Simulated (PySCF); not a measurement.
Isomers of C2H6S. Gas-phase values, no solvent. One relaxed conformer stands for each flexible species; it need not be the lowest. Strings in code marks are SMILES.

Quantity: vertical ionisation energy (energy after one electron is removed minus that of the parent at the parent's geometry), in eV.

Level 1: PBE0-D4/def2-TZVP (PySCF)
Level 2: PBE/6-31G* // PBE0-D4/def2-TZVP (PySCF)
Level 3: SVWN5/6-31G* // PBE0-D4/def2-TZVP (PySCF)
Level 4: minus the HOMO energy of B3LYP/6-31G* // PBE0-D4/def2-TZVP (PySCF)

```csv
species,level 1,level 2,level 3,level 4
`CCS` (C–C–S–H torsion 62°),9.17,9.05,9.21,6.38
`CSC`,8.57,8.45,8.58,5.87
```
